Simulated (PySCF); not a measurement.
The dipole of `CC(C)OCF` from its density and from atomic charges.

Coordinates (GFN2-xTB, Å) and charges (e) from the PBE0/pcSseg-1 density (PySCF):

| atom | x | y | z | Mulliken | IAO | Hirshfeld | ESP-fitted |
| --- | --- | --- | --- | --- | --- | --- | --- |
| C1 | -0.919 | -0.988 | -0.687 | -0.2306 | -0.4342 | -0.1262 | -0.7109 |
| C2 | -0.263 | 0.275 | -0.133 | -0.0898 | +0.0959 | +0.0533 | +0.6271 |
| C3 | -1.257 | 1.117 | 0.657 | -0.2178 | -0.4223 | -0.1222 | -0.6661 |
| O4 | 0.803 | -0.059 | 0.774 | -0.4924 | -0.3846 | -0.1327 | -0.4394 |
| C5 | 2.004 | -0.336 | 0.204 | +0.3834 | +0.2224 | +0.0862 | +0.2828 |
| F6 | 2.583 | 0.801 | -0.331 | -0.3516 | -0.3464 | -0.1411 | -0.2752 |
| H7 | -1.306 | -1.590 | 0.132 | +0.1148 | +0.1454 | +0.0410 | +0.1858 |
| H8 | -0.209 | -1.588 | -1.252 | +0.1162 | +0.1384 | +0.0388 | +0.1769 |
| H9 | -1.738 | -0.716 | -1.347 | +0.1138 | +0.1467 | +0.0470 | +0.1783 |
| H10 | 0.151 | 0.874 | -0.956 | +0.1197 | +0.1299 | +0.0340 | +0.0054 |
| H11 | -0.761 | 1.995 | 1.060 | +0.1262 | +0.1536 | +0.0445 | +0.1724 |
| H12 | -2.073 | 1.432 | 0.012 | +0.1111 | +0.1430 | +0.0459 | +0.1667 |
| H13 | -1.656 | 0.535 | 1.483 | +0.1136 | +0.1452 | +0.0422 | +0.1816 |
| H14 | 1.957 | -1.056 | -0.630 | +0.0737 | +0.1119 | +0.0375 | +0.0264 |
| H15 | 2.678 | -0.689 | 0.992 | +0.1096 | +0.1549 | +0.0517 | +0.0885 |

**Question.** Compute μ = Σ q r for each scheme (1 e·Å = 4.803 D) and compare with the dipole of the full density.

**Answer.** The full density gives (-1.20, -1.26, -0.65) D, 1.86 D in size; dipole vectors point from the negative to the positive end.

```json
{"scheme": "Mulliken", "μx": "-2.19", "μy": "-2.15", "μz": "-0.92", "size (D)": "3.20", "share of the full size (%)": "172", "angle to the full dipole (°)": "4"}
{"scheme": "IAO", "μx": "-1.57", "μy": "-2.04", "μz": "-0.68", "size (D)": "2.66", "share of the full size (%)": "143", "angle to the full dipole (°)": "8"}
{"scheme": "Hirshfeld", "μx": "-0.81", "μy": "-0.77", "μz": "-0.19", "size (D)": "1.13", "share of the full size (%)": "61", "angle to the full dipole (°)": "11"}
{"scheme": "ESP-fitted", "μx": "-1.19", "μy": "-1.28", "μz": "-0.67", "size (D)": "1.88", "share of the full size (%)": "101", "angle to the full dipole (°)": "1"}
```

**Question.** Which set comes closest?

**Answer.** Length of the difference vector: ESP-fitted 0.04 D, Hirshfeld 0.78 D, IAO 0.86 D, Mulliken 1.36 D. Closest: ESP-fitted. The schemes that divide the density aren't constrained to reproduce the dipole.

**Question.** What is left for the Hirshfeld atoms' own dipoles?

**Answer.** The Hirshfeld atoms' densities add up to the full density, so μ = Σ q r + Σ (atomic dipoles). The atomic dipoles sum to (-1.20, -1.26, -0.65) − (-0.81, -0.77, -0.19) = (-0.39, -0.49, -0.46) D, 0.78 D in size.

**Question.** With the origin at the mean of the coordinates, (0.000, 0.001, -0.001) Å, which are the largest single terms, by size, of the ESP-fitted dipole along the direction of the full one?

**Answer.** C1 -5.14, F6 +2.78, H9 +1.78, H7 +1.67, O4 +1.59 D; all 15 atoms together +1.88 D. The single terms depend on the origin, their sum doesn't.

**Question.** Give the size of the full dipole in other units.

**Answer.** 1.86 D = 0.731 au = 0.387 e·Å = 6.20 × 10⁻³⁰ C·m.

The structure is a single GFN2-xTB conformer in the gas phase; no vibrational or solvent corrections.

Conformer computed: `[CH3:1][CH:2]([CH3:3])[O:4][CH2:5][F:6]`: C1–C2–O4–C5 83°, C2–O4–C5–F6 70°.
